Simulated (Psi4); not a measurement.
Process, species as SMILES: C=O (CH2-O) → [CH-]=O + H+
B3LYP-D3(BJ)/def2-TZVP geometries, fixed; electronic energies without zero-point terms.

Basis-set convergence of the deprotonation energy at HF with Psi4. All functions are spherical. Density fitting with the program's default auxiliary sets. Psi4's default fitting sets serve the pcseg sets less well. No added dispersion term, no relativity. Functions are those of the species that has most. Reference: the value in aug-cc-pVQZ, 409.37 kcal/mol, itself unsure by roughly 0.80 kcal/mol (its distance from def2-QZVPPD).

| basis | functions | deprotonation energy (kcal/mol) |
|---|---|---|
| STO-3G | 12 | … |
| 3-21G | 22 | … |
| 6-31G | 22 | 418.73 |
| def2-SV(P) | 32 | … |
| cc-pVDZ | 38 | 420.57 |
| pcseg-1 | 38 | 414.99 |
| aug-cc-pVDZ | 64 | … |
| jun-cc-pV(T+d)Z | 106 | 409.25 |
| def2-TZVPPD | 111 | 410.48 |
| aug-pcseg-2 | 138 | 409.41 |
| cc-pVQZ | 170 | 412.97 |
| pcseg-3 | 186 | 410.29 |
| cc-pV5Z | 292 | 411.07 |

Q: What belongs in the gaps?

A: 
- STO-3G, deprotonation energy (kcal/mol): 522.23
- 3-21G, deprotonation energy (kcal/mol): 425.80
- def2-SV(P), deprotonation energy (kcal/mol): 417.12
- aug-cc-pVDZ, deprotonation energy (kcal/mol): 407.19
